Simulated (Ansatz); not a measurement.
Results of r²SCAN-D4 in Ansatz (PAW) for trigonal Se.

Numerical settings: plane-wave cutoff 560 eV, 12×12×8 k mesh (along the axes of the cell as run), Fermi–Dirac smearing 0.01 eV, scalar-relativistic PAW data made under PBE.

Cell (relaxed at this level):

Space group P3₁21 (No. 152); a = b = 4.3620 Å, c = 5.0133 Å, α = β = 90.00°, γ = 120.00°

| atom | site | symmetry | x | y | z |
|---|---|---|---|---|---|
| Se | 3a | .2. | 0.7755 | 0.7755 | 0.0000 |

Task: What does this level give for the bulk modulus, band gap, smallest direct gap on the k points sampled and direct gap at Γ?

Result: 
* **bulk modulus**: 12.6 GPa
* **band gap**: 1.17 eV (indirect)
* **smallest direct gap on the k points sampled**: 1.38 eV
* **direct gap at Γ**: 2.54 eV

Note: the bulk modulus comes from volumes at which shape and atoms were relaxed.

Spin–orbit coupling is not included.

Static lattice: no zero-point or thermal effects.

Ansatz is an electronic-structure program.
